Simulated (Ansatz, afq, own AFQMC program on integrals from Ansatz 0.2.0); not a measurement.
# Where AFQMC and coupled cluster stand for C2H⁺, triplet

| atom | x (Å) | y (Å) | z (Å) |
| --- | --- | --- | --- |
| C | 0.0000 | 0.0000 | 0.0447 |
| C | 0.0000 | 0.0000 | -1.1555 |
| H | 0.0000 | 0.0000 | 1.1107 |

Connectivity, by distances: CH–C.

Basis cc-pVDZ. Noble-gas cores (and the filled d shells of Ga–Kr and In–Xe) are frozen. Integrals, coupled cluster, full CI and functionals: Ansatz 0.2.0; the random walks run on the same integrals in our own AFQMC program. ph-AFQMC/CISD is guided by a CISD state made of CCSD amplitudes; releasing the constraint for a short imaginary time cuts its bias at the price of noise, slowly where states lie close. Error bars are statistical, one sigma.

Determinant: UHF, the one that the program's search chose, which needn't be the lowest solution. The geometry is a PBE0/def2-TZVP stationary point of this or a neighbouring charge and spin state.

No full CI on the walks' own integrals is used here; CCSDTQ serves as the reference and is uncertain by about the last step of the cluster series.

Cautions: lower spins were not checked; higher spins were not checked; raised T1 diagnostic (T1 0.042, weight of the determinant 0.88, largest double 0.12); unrestricted determinant spin contaminated (⟨S²⟩ 2.14 against 2.00); the released energies are still falling, so no released level is given (meV from the phaseless value at times in 1/Eh: -4 ± 4 at 0.24, -8.3 ± 2.0 at 0.51, -16 ± 3 at 0.99, -22 ± 3 at 1.62, -30 ± 3 at 2.40).

The T1 diagnostic is 0.0422, the weight of the determinant in the CISD state is 0.884 and the ⟨S²⟩ of the determinant is 2.141. The size of the correlated space is 8 electrons in 31 orbitals.

Reference: CCSDTQ, correlation energy -5.277 eV.

```
        level  E − E(reference) (kJ/mol)  share of correlation (%)
           HF                      509.2                      0.00
          MP2                      104.1                     79.55
         CCSD                       20.7                     95.94
      CCSD(T)                        4.4                     99.13
        CCSDT                        1.4                     99.72
     CCSDT(Q)                        0.1                     99.98
ph-AFQMC/CISD                  2.0 ± 0.4                     99.61
```

CCSDT and higher add their correlation energy to the determinant of the CCSD(T) run, since their own runs factorise the integrals more tightly (a shift of under 2 meV). A walk keeps the symmetry of its determinant, which the program's search chose and which needn't be the lowest solution, so a lower state of the same spin and another symmetry isn't excluded.
